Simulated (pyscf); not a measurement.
Structures and frequencies: ωB97X-D3(BJ)/def2-SVP in PySCF.

Question: Estimate by transition-state theory (the high-pressure limit) the rate constant of `[F][W]([F])([F])([F])=[Se]` + `[FH]` -> `[F][W]([F])([F])([F])([F])[SeH]` (singlet surface; F–H broken, H–Se, F–W formed) at 1200 K, with ωB97M-D3(BJ)/def2-TZVP energies (ideal gas, 1 atm, RRHO with modes under 100 cm⁻¹ raised to 100, one conformer, R ln 2 for chiral ones without a mode under 150 cm⁻¹; no tunnelling).

Answer: The electronic barrier is 24.1 kcal/mol and the thermal terms add +37.0, so ΔG‡ = 61.1 kcal/mol. With k_BT/h = 2.50e+13 s⁻¹ and RT = 2.385 kcal/mol, and a volume of 1.64e-19 cm³ per molecule at 1 atm, k = 3.1e-17 cm³ molecule⁻¹ s⁻¹. The product is born with the 25 kcal/mol of the reverse barrier and needs collisions to keep. Wigner's tunnelling factor for 1143i cm⁻¹ would be 1.08. A shift of 1 kcal/mol in the barrier changes k by a factor 1.5. This is the saddle that the search found; another between the same sides may lie lower. Elements up to Kr have no core potential and no relativistic terms here. Elements past Kr carry the def2 core potentials, without spin-orbit coupling.
